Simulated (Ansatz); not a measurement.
Scan of [Cl···H···H], doublet

Starting geometry:

```xyz
3

Cl    0.0000    0.0000   -1.2983
H     0.0000    0.0000   -0.0195
H     0.0000    0.0000    1.3177
```

From there H2 is moved from one fragment to the other while all else, the fragments' distance too, stays fixed, so the hump isn't the reaction's barrier; atoms are numbered as listed. Energies are in eV, counted from the starting geometry at the same level. Kohn–Sham curves are unrestricted where that lies lower.

Basis cc-pVDZ; Ansatz 0.2.0. Correlated methods freeze the noble-gas cores. R marks a restricted (for open shells ROHF) determinant. Active spaces: valence = (9e, 6o) chosen from the atoms' valence shells.

Runs in a small pair space aren't shown, since their orbitals change along the scan.

Full CI is exact within this basis and frozen core; it isn't the basis-set limit.

| distance Cl1-H2 (Å) | full CI | curve A | curve B | curve C | curve D |
| --- | --- | --- | --- | --- | --- |
| 1.189 | 0.216 | 0.281 | 0.197 | 0.216 | 0.235 |
| 1.279 | 0.000 | 0.000 | 0.000 | 0.000 | 0.000 |
| 1.363 | 0.015 | -0.053 | 0.039 | 0.015 | -0.012 |
| 1.448 | 0.111 | -0.017 | 0.163 | 0.111 | 0.043 |
| 1.533 | 0.182 | 0.030 | 0.256 | 0.182 | 0.063 |
| 1.617 | 0.158 | 0.033 | 0.238 | 0.158 | -0.003 |
| 1.702 | 0.038 | -0.016 | 0.105 | 0.038 | -0.143 |
| 1.786 | -0.105 | -0.070 | -0.060 | -0.106 | -0.287 |
| 1.871 | -0.156 | -0.032 | -0.134 | -0.157 | -0.332 |

The curves come from CASSCF (valence space), RCCSDTQ, RPA-PBE, r2SCAN. Compare each with full CI and say which is which.

A: r2SCAN, B: CASSCF (valence space), C: RCCSDTQ, D: RPA-PBE. Spread of the error against full CI, over the points where both stand: A 0.276, B 0.099, C 0.000, D 0.201 eV. 

In so small a basis the reference is far from its limit while semilocal and hybrid functionals are nearer theirs (RPA and double hybrids share much of the reference's basis error), so the functionals' errors here hold much of the reference's basis and frozen-core error, which can add to them or hide them.
